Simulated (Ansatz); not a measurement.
Process, species as SMILES: FCF → F[CH-]F + H+
B3LYP-D3(BJ)/def2-TZVP geometries, fixed; electronic energies without zero-point terms.

Basis-set convergence of the deprotonation energy at r2SCAN with Ansatz (a program for electronic structure). Cartesian d functions, on some or all atoms, in 6-31G*, 6-31+G*; all else is spherical. No added dispersion term, no relativity. Functions are those of the species that has most. Reference: the value in aug-pcseg-3, 407.35 kcal/mol, itself unsure by roughly 0.25 kcal/mol (its mean distance from aug-cc-pVQZ, def2-QZVPPD). Deviations are taken from unrounded values.

```csv
basis,functions,deprotonation energy (kcal/mol)
6-31G*,49,427.28
6-31+G*,61,404.13
cc-pVDZ,52,421.97
aug-cc-pVDZ,87,403.54
def2-SVP,52,422.65
def2-SVPD,82,407.00
pcseg-1,52,414.31
aug-pcseg-1,87,404.48
6-311G**,66,418.65
6-311+G**,78,404.81
def2-TZVP,105,411.45
def2-TZVPD,135,407.43
cc-pVTZ,118,416.29
aug-cc-pVTZ,184,406.95
pcseg-2,118,410.13
aug-pcseg-2,184,407.21
def2-TZVPP,121,411.71
def2-TZVPPD,151,407.68
cc-pVQZ,225,412.54
aug-cc-pVQZ,332,407.27
def2-QZVPP,231,409.76
def2-QZVPPD,261,407.77
pcseg-3,246,408.27
aug-pcseg-3,353,407.35
```

What the diffuse functions change, pair by pair:
- 6-31G* to 6-31+G*: 12 more functions, deviation 19.94 to -3.21 kcal/mol
- cc-pVDZ to aug-cc-pVDZ: 35 more functions, deviation 14.63 to -3.81 kcal/mol
- def2-SVP to def2-SVPD: 30 more functions, deviation 15.31 to -0.34 kcal/mol
- pcseg-1 to aug-pcseg-1: 35 more functions, deviation 6.97 to -2.87 kcal/mol
- 6-311G** to 6-311+G**: 12 more functions, deviation 11.31 to -2.54 kcal/mol
- def2-TZVP to def2-TZVPD: 30 more functions, deviation 4.11 to 0.09 kcal/mol
- cc-pVTZ to aug-cc-pVTZ: 66 more functions, deviation 8.94 to -0.39 kcal/mol
- pcseg-2 to aug-pcseg-2: 66 more functions, deviation 2.79 to -0.13 kcal/mol
- def2-TZVPP to def2-TZVPPD: 30 more functions, deviation 4.36 to 0.34 kcal/mol
- cc-pVQZ to aug-cc-pVQZ: 107 more functions, deviation 5.20 to -0.08 kcal/mol
- def2-QZVPP to def2-QZVPPD: 30 more functions, deviation 2.41 to 0.43 kcal/mol
- pcseg-3 to aug-pcseg-3: 107 more functions, deviation 0.93 to 0.00 kcal/mol

Leaving out the reference's own pair, they bring the value nearer the reference by more than 0.25 kcal/mol in 11 of 11 pairs.
